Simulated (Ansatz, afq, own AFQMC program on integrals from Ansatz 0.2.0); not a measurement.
# Where AFQMC and coupled cluster stand for Ge, triplet

A free Ge atom.

Basis aug-cc-pVDZ. Noble-gas cores (and the filled d shells of Ga–Kr and In–Xe) are frozen. Integrals, coupled cluster, full CI and functionals: Ansatz 0.2.0; the random walks run on the same integrals in our own AFQMC program. The CISD trial takes its coefficients from CCSD amplitudes. Released means that phaseless walkers are propagated on without the constraint, phases kept. Error bars are statistical, one sigma. No spin–orbit coupling.

Determinant: UHF, the one that the program's search chose, which needn't be the lowest solution.

Full CI on the same integrals is exact in this basis and with this determinant's frozen core.

Cautions: no relativity below Rb; no spin-orbit coupling; inner d shell frozen.

The T1 diagnostic is 0.0088, the weight of the determinant in the CISD state is 0.944 and the ⟨S²⟩ of the determinant is 2.011. The size of the correlated space is 4 electrons in 22 orbitals.

Q: Estimate: order these by the size of their error in total energy against full CI, smallest first.
A. CCSD(T)
B. MP2
C. AFQMC with the constraint released
D. CCSD

A: C (0.8 ± 0.9 meV), A (10.3 meV), D (36.0 meV), B (484.2 meV).

Reference: full CI, correlation energy -1.610 eV. The released energy is read at 1.50 1/Eh (meV from the phaseless value at times in 1/Eh: -0.4 ± 0.4 at 0.24, -1.0 ± 0.3 at 0.50, -1.7 ± 0.5 at 1.00, -2.0 ± 0.9 at 1.50).

A walk keeps the symmetry of its determinant, which the program's search chose and which needn't be the lowest solution, so a lower state of the same spin and another symmetry isn't excluded. Released energies are given only where the last usable release times agree within the noise; a slower fall can still hide under it.
